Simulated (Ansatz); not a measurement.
The input, for Ansatz 0.2.0:

```yaml
crystal:
  periodic: [false, false, false]
  atoms:
    - {symbol: P, position_ang: [0.000000, -0.087651, 1.520772]}
    - {symbol: N, position_ang: [0.000000, 0.068024, -0.109044]}
    - {symbol: Si, position_ang: [0.000000, 0.015891, -1.689645]}
    - {symbol: H, position_ang: [0.000000, 1.305416, 1.863064]}
basis:
  gaussian: {orbitals: def2-SVP}
magnetization: {spin_polarized: true, initial_magnetization: 3}
correlation: {method: bccd, electrons: outside_noble_gas}
output: {forces: true}
```

```sh
$ ansatz run in.yaml --threads 1 --pin off --events-out ev --progress --plain --max-ram 2393MiB
```

Output:

```
517 factors; integrals over basis functions are off by at most 1.2e-3 eV
mean field evaluation 1: about -18617.9328 eV, gradient 2.2e1 eV
mean field evaluation 2: about -18617.9350 eV, gradient 2.2e1 eV
mean field evaluation 4: about -18620.8285 eV, gradient 3.2e0 eV
mean field evaluation 8: about -18621.4632 eV, gradient 5.6e-1 eV
mean field evaluation 16: about -18617.9384 eV, gradient 2.2e1 eV
mean field evaluation 32: about -18621.0455 eV, gradient 1.9e-6 eV
mean field evaluation 64: about -18621.0909 eV, gradient 4.8e-1 eV
mean field evaluation 96: about -18620.5550 eV, gradient 4.3e0 eV
mean field evaluation 128: about -18620.1328 eV, gradient 4.0e-1 eV
mean field evaluation 160: about -18621.0454 eV, gradient 8.0e-3 eV
...
mean field -18621.48696350 eV, -684.3270238116 hartree, gradient 4.3e-6 eV, S^2 3.800908; 23 other end points of the search recorded, 0 dependent functions left out
determinant -18621.48696350 eV, -684.3270238116 hartree, with singles and doubles -18630.48269209 eV, -684.6576107396 hartree
determinant -18621.04547009 eV, -684.3107992279 hartree, with singles and doubles -18630.05007777 eV, -684.6417124565 hartree
determinant -18620.81189724 eV, -684.3022155838 hartree, with singles and doubles -18629.78039806 eV, -684.6318019099 hartree
determinant -18620.44567294 eV, -684.2887570891 hartree, with singles and doubles -18628.97156986 eV, -684.6020780217 hartree
determinant -18620.34812870 eV, -684.2851724044 hartree, with singles and doubles -18629.80307134 eV, -684.6326351378 hartree
determinant -18620.31281098 eV, -684.2838745021 hartree, with singles and doubles -18629.30005457 eV, -684.6141496123 hartree
determinant -18620.11345767 eV, -684.2765484032 hartree, with singles and doubles -18628.68130045 eV, -684.5914108177 hartree
determinant -18620.08482969 eV, -684.2754963442 hartree, with singles and doubles -18629.32957883 eV, -684.6152346089 hartree
determinant -18619.10759125 eV, -684.2395834941 hartree, with singles and doubles -18627.44318590 eV, -684.5459109472 hartree
determinant -18621.48696350 eV, -684.3270238116 hartree, with singles and doubles -18630.49362446 eV, -684.6580124968 hartree
determinant -18621.04547009 eV, -684.3107992279 hartree, with singles and doubles -18630.06569743 eV, -684.6422864686 hartree
11 core orbitals not correlated: weight in the atoms' cores, before any rotation towards them, 1.000 or more for the frozen orbitals, at most 0.000 for the correlated occupied ones
reference -18621.48696350 eV, -684.3270238116 hartree; 9, 6 occupied and 35, 38 virtual orbitals, 517 factors
second order -7.67948570 eV of doubles, -0.00000000 eV of singles
...
cycle  14  -8.96037518 eV  change    8.2e-6 eV  update   2.7e-5
cycle  15  -8.96037936 eV  change   -4.2e-6 eV  update   1.3e-5
cycle  16  -8.96037753 eV  change    1.8e-6 eV  update   6.2e-6
cycle  17  -8.96037703 eV  change    5.0e-7 eV  update   3.5e-6
cycle  18  -8.96037692 eV  change    1.2e-7 eV  update   2.0e-6
cycle  19  -8.96037662 eV  change    2.9e-7 eV  update   8.6e-7
cycle  20  -8.96037693 eV  change   -3.0e-7 eV  update   4.9e-7
cycle  21  -8.96037698 eV  change   -5.1e-8 eV  update   2.6e-7
cycle  22  -8.96037697 eV  change    5.5e-9 eV  update   1.5e-7
cycle  23  -8.96037706 eV  change   -8.3e-8 eV  update   1.1e-7
the calculation of the forces begins
Total energy: -18630.44734056 eV, -684.6563115949 hartree
Atom 0 at     0.000000    -0.087651     1.520772 Å, force    -0.000000     0.061463    -0.557569 eV/Å
Atom 1 at     0.000000     0.068024    -0.109044 Å, force     0.000000     0.133857     7.571112 eV/Å
Atom 2 at     0.000000     0.015891    -1.689645 Å, force    -0.000000    -0.246312    -7.120264 eV/Å
Atom 3 at     0.000000     1.305416     1.863064 Å, force    -0.000000     0.050991     0.106721 eV/Å
Dipole moment:     0.000000     0.093604     0.574995 e Å
```

Forces (eV/Å):
```
P    0.000  0.061 -0.558
N    0.000  0.134  7.571
Si   0.000 -0.246 -7.120
H    0.000  0.051  0.107
```

The singles that turn the determinant into the Brueckner one have T1 = 0.056.

Ran on 1 thread of Arm Neoverse V1, shared host: 33 s wall, 0.23 GiB peak host memory.
